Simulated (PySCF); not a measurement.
Gas-phase reaction: 3 CH₃SiH₃ + C₆H₆ + 3 H₂ ⇌ 3 (CH₃)₃SiH

Computed with PySCF (xtb for GFN2) and rigid-rotor harmonic-oscillator thermochemistry at 1 bar. † marks an energy on the PBE0/def2-TZVP geometry and frequencies; other levels use their own. MP2 freezes the core. 6-31G* has spherical d functions here. All species are closed-shell singlets. B3LYP is the form with VWN-RPA correlation. MP2 isn't extrapolated to the basis-set limit; its ΔH°(298 K) is -402.8 kJ in def2-SVP and -442.4 kJ in def2-TZVPP. The harmonic model lacks anharmonicity and excited electronic states, which grow with temperature; levels with a mode under 35 cm⁻¹ are left out. Internal rotation in CH₃SiH₃, (CH₃)₃SiH is treated as a harmonic vibration of one conformer, which makes the entropy rough.

| level | ΔE electronic, kJ | ΔH°(298 K), kJ | ΔS°(298 K), J/K | ΔG°(2500 K), kJ |
|---|---|---|---|---|
| B3LYP/6-31G* | -493 | -392 | -430 | 667 |
| GFN2-xTB | -282 | -159 | -414 | 887 |
| HF/def2-TZVP† | -498 | -400 | -432 | 656 |
| M06-2X/def2-TZVP† | -553 | -455 | -432 | 600 |
| MP2/def2-TZVPP† | -540 | -442 | -432 | 613 |
| PBE0/def2-SVP† | -559 | -461 | -432 | 595 |
| PBE0/def2-TZVP | -566 | -468 | -432 | 588 |
| r2SCAN/def2-TZVP† | -551 | -454 | -432 | 602 |
| ωB97M-V/def2-TZVP† | -565 | -467 | -432 | 589 |
| ωB97X-V/def2-TZVP† | -572 | -474 | -432 | 581 |
ΔH° is lowest at ωB97X-V/def2-TZVP† and highest at GFN2-xTB. No reference value is set beside these.
